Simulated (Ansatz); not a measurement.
Basis-set extrapolation for C₃H₇FO, SMILES `COCCF` (PBE0-D4/def2-TZVP geometry, frozen core, Ansatz). Multiplicity 1, RHF reference.

```csv
,def2-TZVPP,def2-QZVPP
HF,-292.080259,-292.093893
MP2 correlation,-1.003307,-1.080070
CCSD(T) correlation,-1.077230,not run
```

Energies in hartree. Use E(X) = E(∞) + A·exp(−7.88·√X) for Hartree–Fock and E(X) = E(∞) + B·X^(−2.97) for correlation, with X = 3 and 4, and add CCSD(T) minus MP2 of the smaller set to the MP2 limit.

**Question.** What is the CCSD(T) energy at the basis-set limit?

**Answer.** HF limit: -292.093893 + (-0.013634) × 0.13774 = -292.09577. MP2 limit: -1.080070 + (-0.076763) × 0.74074 = -1.13693. Higher-order term: -1.077230 − (-1.003307) = -0.07392. Total: -293.30662 hartree, 4.06 eV below CCSD(T)/def2-TZVPP.
